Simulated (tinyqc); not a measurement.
Worked calculation (part 2 of 2): UHF in the sto-6g basis, for CH2, spin multiplicity 1. Computed by tinyqc, a small Python program that keeps every step (integrals from PySCF). Command: `OMP_NUM_THREADS=1 python tinyqc.py 24699 24700 out.jsonl` (the two numbers bound the seeds that draw the settings). One thread of a shared host (Intel(R) Xeon(R) Processor @ 2.60GHz), about 0.3 s of CPU time with the checks.

Geometry (angstrom):

| atom | x | y | z |
|---|---|---|---|
| C | 0.00000 | 0.00000 | 0.00000 |
| H | 0.00000 | 0.96200 | 0.67500 |
| H | 0.00000 | -0.91500 | 0.64200 |

## Iteration 2: building the Fock matrix

D(alpha) after iteration 1:
```
           1C 1s     1C 2s    1C 2px    1C 2py    1C 2pz     2H 1s     3H 1s
1C 1s    1.04119  -0.16225   0.06867   0.00119  -0.02778  -0.02907  -0.03066
1C 2s   -0.16225   0.68083  -0.31548  -0.00266   0.08542   0.05272   0.05072
1C 2px   0.06867  -0.31548   0.71157  -0.00525   0.31946   0.10345   0.10029
1C 2py   0.00119  -0.00266  -0.00525   0.47207  -0.00517   0.16579  -0.15744
1C 2pz  -0.02778   0.08542   0.31946  -0.00517   0.24843   0.08375   0.08092
2H 1s   -0.02907   0.05272   0.10345   0.16579   0.08375   0.27677  -0.07258
3H 1s   -0.03066   0.05072   0.10029  -0.15744   0.08092  -0.07258   0.25989
```

D(beta) after iteration 1:
```
           1C 1s     1C 2s    1C 2px    1C 2py    1C 2pz     2H 1s     3H 1s
1C 1s    1.04119  -0.16225  -0.06867   0.00119  -0.02778  -0.02907  -0.03066
1C 2s   -0.16225   0.68083   0.31548  -0.00266   0.08542   0.05272   0.05072
1C 2px  -0.06867   0.31548   0.71157   0.00525  -0.31946  -0.10345  -0.10029
1C 2py   0.00119  -0.00266   0.00525   0.47207  -0.00517   0.16579  -0.15744
1C 2pz  -0.02778   0.08542  -0.31946  -0.00517   0.24843   0.08375   0.08092
2H 1s   -0.02907   0.05272  -0.10345   0.16579   0.08375   0.27677  -0.07258
3H 1s   -0.03066   0.05072  -0.10029  -0.15744   0.08092  -0.07258   0.25989
```

core Hamiltonian H = T + V (hartree):
```
            1C 1s     1C 2s    1C 2px    1C 2py    1C 2pz     2H 1s     3H 1s
1C 1s   -18.86304  -4.33589   0.00000   0.00133  -0.01860  -0.95551  -1.08939
1C 2s    -4.33589  -5.57107   0.00000   0.00999  -0.18461  -2.17447  -2.36621
1C 2px    0.00000   0.00000  -4.50697   0.00000   0.00000   0.00000   0.00000
1C 2py    0.00133   0.00999   0.00000  -4.66187   0.00540  -1.50462   1.60099
1C 2pz   -0.01860  -0.18461   0.00000   0.00540  -4.58323  -1.09986  -1.16915
2H 1s    -0.95551  -2.17447   0.00000  -1.50462  -1.09986  -3.41330  -0.68035
3H 1s    -1.08939  -2.36621   0.00000   1.60099  -1.16915  -0.68035  -3.53868
```

nuclear repulsion = 5.8241879 hartree

Given earlier and not repeated: Two-electron integrals (ij|kl) in chemists' order.

J_ij = sum D_kl (ij|kl) with D = D(alpha) + D(beta), K_ij = sum D_kl (ik|jl) for each spin; F = H + J - K(s); E = tr D H + tr D J / 2 - 0.5 sum_s tr D(s) K(s) + E_nn.

Coulomb J (hartree):
```
           1C 1s     1C 2s   1C 2px    1C 2py    1C 2pz    2H 1s     3H 1s
1C 1s   11.57078   2.10793  0.00000  -0.00075   0.02793  0.47461   0.54164
1C 2s    2.10793   5.14084  0.00000  -0.00200   0.18738  1.98121   2.15199
1C 2px   0.00000   0.00000  5.13270   0.00000   0.00000  0.00000   0.00000
1C 2py  -0.00075  -0.00200  0.00000   5.18508  -0.00072  1.49746  -1.59190
1C 2pz   0.02793   0.18738  0.00000  -0.00072   5.10474  1.09327   1.16350
2H 1s    0.47461   1.98121  0.00000   1.49746   1.09327  3.60196   0.60007
3H 1s    0.54164   2.15199  0.00000  -1.59190   1.16350  0.60007   3.70197
```

exchange K(alpha) (hartree):
```
           1C 1s     1C 2s    1C 2px    1C 2py    1C 2pz    2H 1s     3H 1s
1C 1s    3.60937   0.58172  -0.00199  -0.00012   0.00430  0.13819   0.15723
1C 2s    0.58172   0.79553  -0.16736  -0.00568   0.16575  0.39133   0.42020
1C 2px  -0.00199  -0.16736   0.63211  -0.00395   0.22973  0.00791   0.00591
1C 2py  -0.00012  -0.00568  -0.00395   0.66964  -0.00493  0.29461  -0.30659
1C 2pz   0.00430   0.16575   0.22973  -0.00493   0.40699  0.20108   0.21168
2H 1s    0.13819   0.39133   0.00791   0.29461   0.20108  0.52048   0.11316
3H 1s    0.15723   0.42020   0.00591  -0.30659   0.21168  0.11316   0.53927
```

exchange K(beta) (hartree):
```
           1C 1s     1C 2s    1C 2px    1C 2py    1C 2pz     2H 1s     3H 1s
1C 1s    3.60937   0.58172   0.00199  -0.00012   0.00430   0.13819   0.15723
1C 2s    0.58172   0.79553   0.16736  -0.00568   0.16575   0.39133   0.42020
1C 2px   0.00199   0.16736   0.63211   0.00395  -0.22973  -0.00791  -0.00591
1C 2py  -0.00012  -0.00568   0.00395   0.66964  -0.00493   0.29461  -0.30659
1C 2pz   0.00430   0.16575  -0.22973  -0.00493   0.40699   0.20108   0.21168
2H 1s    0.13819   0.39133  -0.00791   0.29461   0.20108   0.52048   0.11316
3H 1s    0.15723   0.42020  -0.00591  -0.30659   0.21168   0.11316   0.53927
```

F(alpha) (hartree):
```
            1C 1s     1C 2s    1C 2px    1C 2py    1C 2pz     2H 1s     3H 1s
1C 1s   -10.90163  -2.80967   0.00199   0.00070   0.00504  -0.61909  -0.70498
1C 2s    -2.80967  -1.22576   0.16736   0.01367  -0.16298  -0.58459  -0.63441
1C 2px    0.00199   0.16736  -0.00638   0.00395  -0.22973  -0.00791  -0.00591
1C 2py    0.00070   0.01367   0.00395  -0.14642   0.00961  -0.30177   0.31567
1C 2pz    0.00504  -0.16298  -0.22973   0.00961   0.11452  -0.20767  -0.21732
2H 1s    -0.61909  -0.58459  -0.00791  -0.30177  -0.20767  -0.33182  -0.19343
3H 1s    -0.70498  -0.63441  -0.00591   0.31567  -0.21732  -0.19343  -0.37598
```

F(beta) (hartree):
```
            1C 1s     1C 2s    1C 2px    1C 2py    1C 2pz     2H 1s     3H 1s
1C 1s   -10.90163  -2.80967  -0.00199   0.00070   0.00504  -0.61909  -0.70498
1C 2s    -2.80967  -1.22576  -0.16736   0.01367  -0.16298  -0.58459  -0.63441
1C 2px   -0.00199  -0.16736  -0.00638  -0.00395   0.22973   0.00791   0.00591
1C 2py    0.00070   0.01367  -0.00395  -0.14642   0.00961  -0.30177   0.31567
1C 2pz    0.00504  -0.16298   0.22973   0.00961   0.11452  -0.20767  -0.21732
2H 1s    -0.61909  -0.58459   0.00791  -0.30177  -0.20767  -0.33182  -0.19343
3H 1s    -0.70498  -0.63441   0.00591   0.31567  -0.21732  -0.19343  -0.37598
```

total energy of this density = -38.3473130 hartree

This density is a damped mixture and is not idempotent.

## Iteration 2: diagonalisation and new density

X:
```
           1C 1s     1C 2s   1C 2px    1C 2py    1C 2pz     2H 1s     3H 1s
1C 1s    1.02549  -0.14747  0.00000   0.00079  -0.01152   0.02250   0.02320
1C 2s   -0.14747   1.26158  0.00000  -0.01627   0.13047  -0.29941  -0.33835
1C 2px   0.00000   0.00000  1.00000   0.00000   0.00000   0.00000   0.00000
1C 2py   0.00079  -0.01627  0.00000   1.15042  -0.00777  -0.24825   0.27254
1C 2pz  -0.01152   0.13047  0.00000  -0.00777   1.07142  -0.16648  -0.18387
2H 1s    0.02250  -0.29941  0.00000  -0.24825  -0.16648   1.20884  -0.02581
3H 1s    0.02320  -0.33835  0.00000   0.27254  -0.18387  -0.02581   1.24825
```

overlap S:
```
          1C 1s    1C 2s   1C 2px    1C 2py   1C 2pz    2H 1s     3H 1s
1C 1s   1.00000  0.24323  0.00000   0.00000  0.00000  0.05315   0.06058
1C 2s   0.24323  1.00000  0.00000   0.00000  0.00000  0.44354   0.47552
1C 2px  0.00000  0.00000  1.00000   0.00000  0.00000  0.00000   0.00000
1C 2py  0.00000  0.00000  0.00000   1.00000  0.00000  0.35764  -0.37464
1C 2pz  0.00000  0.00000  0.00000   0.00000  1.00000  0.25094   0.26287
2H 1s   0.05315  0.44354  0.00000   0.35764  0.25094  1.00000   0.14562
3H 1s   0.06058  0.47552  0.00000  -0.37464  0.26287  0.14562   1.00000
```

Diagonalise F' = X^T F X, C = X C', fill 4 alpha and 4 beta electrons from the bottom; D(s) = C_occ C_occ^T; the new density keeps 0.2 of the old one (damping). Each column has its largest component positive (the first on a tie).

F' = X^T F X (alpha) (hartree):
```
           1         2         3         4         5         6         7
1  -10.69614  -1.46160  -0.02030  -0.00111  -0.00124  -0.08794  -0.11561
2   -1.46160  -0.41286   0.18517  -0.00680   0.04189  -0.39181  -0.43218
3   -0.02030   0.18517  -0.00638   0.00396  -0.22196  -0.02221  -0.02043
4   -0.00111  -0.00680   0.00396   0.15432  -0.00129  -0.38023   0.40213
5   -0.00124   0.04189  -0.22196  -0.00129   0.24826  -0.23879  -0.25632
6   -0.08794  -0.39181  -0.02221  -0.38023  -0.23879   0.07746  -0.04547
7   -0.11561  -0.43218  -0.02043   0.40213  -0.25632  -0.04547   0.09594
```

orbital energies (alpha) (hartree): MO1 -10.90445, MO2 -0.70192, MO3 -0.40954, MO4 -0.24352, MO5 0.32184, MO6 0.67121, MO7 0.72699

coefficients C (alpha):
```
             MO1       MO2       MO3       MO4       MO5       MO6       MO7
1C 1s    0.99545  -0.20969  -0.00842   0.06794  -0.12319   0.09291   0.10565
1C 2s    0.02020   0.68298   0.04031  -0.36333   0.59551  -0.59930  -0.72143
1C 2px  -0.00046  -0.11657  -0.02274   0.74591   0.65409   0.03084   0.02701
1C 2py  -0.00031  -0.02232   0.54185   0.00688   0.01303  -0.78062   0.74566
1C 2pz   0.00189   0.12636  -0.00602   0.49289  -0.48649  -0.57764  -0.63038
2H 1s   -0.00415   0.25088   0.46363   0.22879  -0.25488   1.11506   0.05369
3H 1s   -0.00457   0.28818  -0.43741   0.20356  -0.24324  -0.03621   1.18558
```

F' = X^T F X (beta) (hartree):
```
           1         2         3         4         5         6         7
1  -10.69614  -1.46160   0.02030  -0.00111  -0.00124  -0.08794  -0.11561
2   -1.46160  -0.41286  -0.18517  -0.00680   0.04189  -0.39181  -0.43218
3    0.02030  -0.18517  -0.00638  -0.00396   0.22196   0.02221   0.02043
4   -0.00111  -0.00680  -0.00396   0.15432  -0.00129  -0.38023   0.40213
5   -0.00124   0.04189   0.22196  -0.00129   0.24826  -0.23879  -0.25632
6   -0.08794  -0.39181   0.02221  -0.38023  -0.23879   0.07746  -0.04547
7   -0.11561  -0.43218   0.02043   0.40213  -0.25632  -0.04547   0.09594
```

orbital energies (beta) (hartree): MO1 -10.90445, MO2 -0.70192, MO3 -0.40954, MO4 -0.24352, MO5 0.32184, MO6 0.67121, MO7 0.72699

coefficients C (beta):
```
             MO1       MO2       MO3       MO4       MO5       MO6       MO7
1C 1s    0.99545  -0.20969  -0.00842  -0.06794   0.12319   0.09291   0.10565
1C 2s    0.02020   0.68298   0.04031   0.36333  -0.59551  -0.59930  -0.72143
1C 2px   0.00046   0.11657   0.02274   0.74591   0.65409  -0.03084  -0.02701
1C 2py  -0.00031  -0.02232   0.54185  -0.00688  -0.01303  -0.78062   0.74566
1C 2pz   0.00189   0.12636  -0.00602  -0.49289   0.48649  -0.57764  -0.63038
2H 1s   -0.00415   0.25088   0.46363  -0.22879   0.25488   1.11506   0.05369
3H 1s   -0.00457   0.28818  -0.43741  -0.20356   0.24324  -0.03621   1.18558
```

D(alpha) after iteration 2:
```
           1C 1s     1C 2s    1C 2px    1C 2py    1C 2pz     2H 1s     3H 1s
1C 1s    1.03990  -0.15095   0.07362   0.00046   0.00158  -0.04190  -0.04411
1C 2s   -0.15095   0.61657  -0.34433   0.00274  -0.05730   0.09600   0.09425
1C 2px   0.07362  -0.34433   0.59870  -0.00472   0.34634   0.12539   0.12261
1C 2py   0.00046   0.00274  -0.00472   0.32973  -0.00319   0.23091  -0.22512
1C 2pz   0.00158  -0.05730   0.34634  -0.00319   0.25685   0.13009   0.12768
2H 1s   -0.04190   0.09600   0.12539   0.23091   0.13009   0.31956  -0.08164
3H 1s   -0.04411   0.09425   0.12261  -0.22512   0.12768  -0.08164   0.30464
```

D(beta) after iteration 2:
```
           1C 1s     1C 2s    1C 2px    1C 2py    1C 2pz     2H 1s     3H 1s
1C 1s    1.03990  -0.15095  -0.07362   0.00046   0.00158  -0.04190  -0.04411
1C 2s   -0.15095   0.61657   0.34433   0.00274  -0.05730   0.09600   0.09425
1C 2px  -0.07362   0.34433   0.59870   0.00472  -0.34634  -0.12539  -0.12261
1C 2py   0.00046   0.00274   0.00472   0.32973  -0.00319   0.23091  -0.22512
1C 2pz   0.00158  -0.05730  -0.34634  -0.00319   0.25685   0.13009   0.12768
2H 1s   -0.04190   0.09600  -0.12539   0.23091   0.13009   0.31956  -0.08164
3H 1s   -0.04411   0.09425  -0.12261  -0.22512   0.12768  -0.08164   0.30464
```

## Iteration 45 (converged): orbitals

converged F(alpha) (hartree):
```
            1C 1s     1C 2s    1C 2px    1C 2py    1C 2pz     2H 1s     3H 1s
1C 1s   -11.13596  -2.85232   0.00265   0.00079  -0.01516  -0.62956  -0.71690
1C 2s    -2.85232  -1.35236   0.16230   0.01175  -0.10611  -0.62937  -0.68128
1C 2px    0.00265   0.16230   0.10454   0.00212  -0.23461  -0.00869  -0.00644
1C 2py    0.00079   0.01175   0.00212  -0.21066   0.01017  -0.34256   0.35659
1C 2pz   -0.01516  -0.10611  -0.23461   0.01017  -0.13944  -0.25486  -0.26526
2H 1s    -0.62956  -0.62937  -0.00869  -0.34256  -0.25486  -0.41387  -0.20968
3H 1s    -0.71690  -0.68128  -0.00644   0.35659  -0.26526  -0.20968  -0.46193
```

converged F(beta) (hartree):
```
            1C 1s     1C 2s    1C 2px    1C 2py    1C 2pz     2H 1s     3H 1s
1C 1s   -11.13596  -2.85232  -0.00265   0.00079  -0.01516  -0.62956  -0.71690
1C 2s    -2.85232  -1.35236  -0.16230   0.01175  -0.10611  -0.62937  -0.68128
1C 2px   -0.00265  -0.16230   0.10454  -0.00212   0.23461   0.00869   0.00644
1C 2py    0.00079   0.01175  -0.00212  -0.21066   0.01017  -0.34256   0.35659
1C 2pz   -0.01516  -0.10611   0.23461   0.01017  -0.13944  -0.25486  -0.26526
2H 1s    -0.62956  -0.62937   0.00869  -0.34256  -0.25486  -0.41387  -0.20968
3H 1s    -0.71690  -0.68128   0.00644   0.35659  -0.26526  -0.20968  -0.46193
```

Diagonalise F' = X^T F X, C = X C', fill 4 alpha and 4 beta electrons from the bottom; D(s) = C_occ C_occ^T. Each column has its largest component positive (the first on a tie).

F' = X^T F X (alpha) (hartree):
```
           1         2         3         4         5         6         7
1  -10.93227  -1.46170  -0.01886  -0.00069  -0.03026  -0.08714  -0.11503
2   -1.46170  -0.52913   0.17850  -0.00959   0.11457  -0.40438  -0.44415
3   -0.01886   0.17850   0.10454   0.00202  -0.22761  -0.02034  -0.01895
4   -0.00069  -0.00959   0.00202   0.10912  -0.00115  -0.40343   0.42524
5   -0.03026   0.11457  -0.22761  -0.00115   0.00473  -0.26281  -0.27969
6   -0.08714  -0.40438  -0.02034  -0.40343  -0.26281   0.01693  -0.04612
7   -0.11503  -0.44415  -0.01895   0.42524  -0.27969  -0.04612   0.03135
```

orbital energies (alpha) (hartree): MO1 -11.13834, MO2 -0.80313, MO3 -0.49613, MO4 -0.35948, MO5 0.27860, MO6 0.63045, MO7 0.69330

coefficients C (alpha):
```
             MO1       MO2       MO3       MO4       MO5       MO6       MO7
1C 1s    0.99586  -0.21119  -0.00909   0.09181  -0.08048   0.12875   0.08148
1C 2s    0.01860   0.69451   0.04574  -0.46812   0.37926  -0.82430  -0.55455
1C 2px  -0.00043  -0.08859  -0.01744   0.50936   0.85546   0.02246   0.00929
1C 2py  -0.00032  -0.01867   0.53484   0.01123   0.00651  -0.54748   0.93455
1C 2pz   0.00361   0.11821  -0.01318   0.66989  -0.36463  -0.67380  -0.42047
2H 1s   -0.00413   0.24799   0.46394   0.24134  -0.13508   1.10927  -0.24030
3H 1s   -0.00458   0.28327  -0.44768   0.21410  -0.12809   0.31377   1.15781
```

F' = X^T F X (beta) (hartree):
```
           1         2         3         4         5         6         7
1  -10.93227  -1.46170   0.01886  -0.00069  -0.03026  -0.08714  -0.11503
2   -1.46170  -0.52913  -0.17850  -0.00959   0.11457  -0.40438  -0.44415
3    0.01886  -0.17850   0.10454  -0.00202   0.22761   0.02034   0.01895
4   -0.00069  -0.00959  -0.00202   0.10912  -0.00115  -0.40343   0.42524
5   -0.03026   0.11457   0.22761  -0.00115   0.00473  -0.26281  -0.27969
6   -0.08714  -0.40438   0.02034  -0.40343  -0.26281   0.01693  -0.04612
7   -0.11503  -0.44415   0.01895   0.42524  -0.27969  -0.04612   0.03135
```

orbital energies (beta) (hartree): MO1 -11.13834, MO2 -0.80313, MO3 -0.49613, MO4 -0.35948, MO5 0.27860, MO6 0.63045, MO7 0.69330

coefficients C (beta):
```
             MO1       MO2       MO3       MO4       MO5       MO6       MO7
1C 1s    0.99586  -0.21119  -0.00909   0.09181   0.08048   0.12875   0.08148
1C 2s    0.01860   0.69451   0.04574  -0.46812  -0.37926  -0.82430  -0.55455
1C 2px   0.00043   0.08859   0.01744  -0.50936   0.85546  -0.02246  -0.00929
1C 2py  -0.00032  -0.01867   0.53484   0.01123  -0.00651  -0.54748   0.93455
1C 2pz   0.00361   0.11821  -0.01318   0.66989   0.36463  -0.67380  -0.42047
2H 1s   -0.00413   0.24799   0.46394   0.24134   0.13508   1.10927  -0.24030
3H 1s   -0.00458   0.28327  -0.44768   0.21410   0.12809   0.31377   1.15781
```

D(alpha) after iteration 45:
```
           1C 1s     1C 2s    1C 2px    1C 2py    1C 2pz     2H 1s     3H 1s
1C 1s    1.04486  -0.17155   0.06520  -0.00020   0.04025  -0.03855  -0.04065
1C 2s   -0.17155   0.70392  -0.30077   0.00623  -0.23203   0.08040   0.07595
1C 2px   0.06520  -0.30077   0.26760  -0.00195   0.33097   0.09287   0.09177
1C 2py  -0.00020   0.00623  -0.00195   0.28653  -0.00174   0.24622  -0.24232
1C 2pz   0.04025  -0.23203   0.33097  -0.00174   0.46292   0.18486   0.18279
2H 1s   -0.03855   0.08040   0.09287   0.24622   0.18486   0.33500  -0.08576
3H 1s   -0.04065   0.07595   0.09177  -0.24232   0.18279  -0.08576   0.32652
```

D(beta) after iteration 45:
```
           1C 1s     1C 2s    1C 2px    1C 2py    1C 2pz     2H 1s     3H 1s
1C 1s    1.04486  -0.17155  -0.06520  -0.00020   0.04025  -0.03855  -0.04065
1C 2s   -0.17155   0.70392   0.30077   0.00623  -0.23203   0.08040   0.07595
1C 2px  -0.06520   0.30077   0.26760   0.00195  -0.33097  -0.09287  -0.09177
1C 2py  -0.00020   0.00623   0.00195   0.28653  -0.00174   0.24622  -0.24232
1C 2pz   0.04025  -0.23203  -0.33097  -0.00174   0.46292   0.18486   0.18279
2H 1s   -0.03855   0.08040  -0.09287   0.24622   0.18486   0.33500  -0.08576
3H 1s   -0.04065   0.07595  -0.09177  -0.24232   0.18279  -0.08576   0.32652
```

## Convergence

Stop when the energy changes by less than 1e-10 hartree and every element of the error matrix X^T (F D S - S D F) X (for each spin) is below 3e-06.

Course of the cycle:

| iteration | E (hartree) | change | largest element of the error matrix |
|---|---|---|---|
| 1 | -37.1342645 | - | 3.11e-01 |
| 2 | -38.3473130 | -1.21e+00 | 7.68e-02 |
| 3 | -38.6537644 | -3.06e-01 | 5.63e-02 |
| 4 | -38.7322072 | -7.84e-02 | 4.37e-02 |
| 5 | -38.7561666 | -2.40e-02 | 3.28e-02 |
| 6 | -38.7654033 | -9.24e-03 | 2.45e-02 |
| 7 | -38.7697252 | -4.32e-03 | 1.84e-02 |
| 8 | -38.7720012 | -2.28e-03 | 1.40e-02 |
| 9 | -38.7732778 | -1.28e-03 | 1.07e-02 |
| 10 | -38.7740191 | -7.41e-04 | 8.19e-03 |
| 11 | -38.7744589 | -4.40e-04 | 6.34e-03 |
| 12 | -38.7747238 | -2.65e-04 | 4.94e-03 |
| 13 | -38.7748851 | -1.61e-04 | 3.86e-03 |
| 14 | -38.7749842 | -9.91e-05 | 3.03e-03 |
| ... | ... | ... | ... |
| 32 | -38.7751480 | -2.54e-08 | 4.87e-05 |
| 33 | -38.7751481 | -1.61e-08 | 3.88e-05 |
| 34 | -38.7751481 | -1.03e-08 | 3.10e-05 |
| 35 | -38.7751481 | -6.54e-09 | 2.47e-05 |
| 36 | -38.7751481 | -4.16e-09 | 1.97e-05 |
| 37 | -38.7751481 | -2.65e-09 | 1.57e-05 |
| 38 | -38.7751481 | -1.69e-09 | 1.26e-05 |
| 39 | -38.7751481 | -1.07e-09 | 1.00e-05 |
| 40 | -38.7751481 | -6.83e-10 | 7.99e-06 |
| 41 | -38.7751481 | -4.35e-10 | 6.37e-06 |
| 42 | -38.7751481 | -2.77e-10 | 5.08e-06 |
| 43 | -38.7751481 | -1.76e-10 | 4.06e-06 |
| 44 | -38.7751481 | -1.12e-10 | 3.24e-06 |
| 45 | -38.7751481 | -7.14e-11 | 2.58e-06 |

PySCF UHF in the same basis, after a stability check = -38.7751481 hartree

Converged in 45 iterations.

## Populations, bond orders and dipole

Mulliken: Z minus the diagonal of D S on the atom; Loewdin: the same with S^(1/2) D S^(1/2); Mayer order: 2 sum_s sum (D(s) S)_ij (D(s) S)_ji over the two atoms.

Charges (e):

| atom | Mulliken | Loewdin | Mulliken spin |
|---|---|---|---|
| 1C | -0.04583 | -0.00570 | 0 |
| 2H | 0.01887 | 0.00047 | 0 |
| 3H | 0.02696 | 0.00524 | 0 |

Mayer bond orders:

| pair | order |
|---|---|
| 2-1 | 0.99115 |
| 3-1 | 0.99078 |
| 3-2 | 0.00850 |

dipole moment about the origin, x y z (debye): 0.00000  -0.03069  0.78418

<S^2> of the determinant (pure state: 0) = 0.78395
